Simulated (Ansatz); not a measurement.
CH3O can be A, `C[O]`•, or B, `[CH2]O`•.

Program: Ansatz. Geometries: PBE0-D4/def2-TZVP. ΔE: electronic, gas phase. CCSD(T)/CBS is the MP2 limit (def2-TZVPP, def2-QZVPP) plus CCSD(T) − MP2 in def2-TZVPP, frozen cores. Functionals use def2-TZVPP. B3LYP here is the variant with VWN-RPA as its local correlation; programs differ in this. Open shells (•) are unrestricted, without spin–orbit coupling.

**Question.** Which is lower in electronic energy at CCSD(T)/CBS, and by how much? (Best estimate.)

**Answer.** Ansatz gave: B, by 42.5 kJ/mol.

**Question.** Give E(B) − E(A) in kJ/mol with CCSD/def2-TZVPP, CCSD(T)/def2-SVP, B3LYP-D4, HF/def2-TZVPP, ωB97M-V, LDA (SPW92), MP2/def2-TZVPP. (Best estimate.)

**Answer.** Computed: CCSD/def2-TZVPP -32.9, CCSD(T)/def2-SVP -26.9, B3LYP-D4 -29.3, HF/def2-TZVPP 6.0, ωB97M-V -33.3, LDA (SPW92) -50.8, MP2/def2-TZVPP -58.1. The order is the other way round with HF/def2-TZVPP.

Largest T1 diagnostic: 0.019.

Leaving LDA and LC-ωPBE aside and taking each functional with its dispersion term where it has one, the values, not all of them listed here, spread over 17.1 kJ/mol, from PBE-QIDH to BHLYP-D4. LDA lies −16.2 kJ/mol from PBE without D4. In def2-TZVPP, CCSD(T) changes the Hartree–Fock value by −42.4 kJ/mol (the triples alone add −3.5 kJ/mol) and MP2 by −64.1 kJ/mol.
